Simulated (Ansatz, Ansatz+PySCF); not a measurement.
```xyz
2

O     0.0000    0.0000   -0.5492
O     0.0000    0.0000    0.5492
```

UHF on doublet O₂(+) was run in several spherical basis sets with Ansatz (development build ahead of 0.2.0). Caution for UHF: the determinant breaks the point group; the unrestricted determinant is spin contaminated.

(1) Rank the basis sets by the total energy that they give, lowest first, with the distance from the lowest.
A. 6-31G(d)
B. cc-pVDZ
C. def2-SVP

Answers

(1) B (0.00 eV), A (0.59 eV), C (3.88 eV).

Totals follow the description of the cores as much as that of the bonds, so this order isn't one of quality for chemistry.
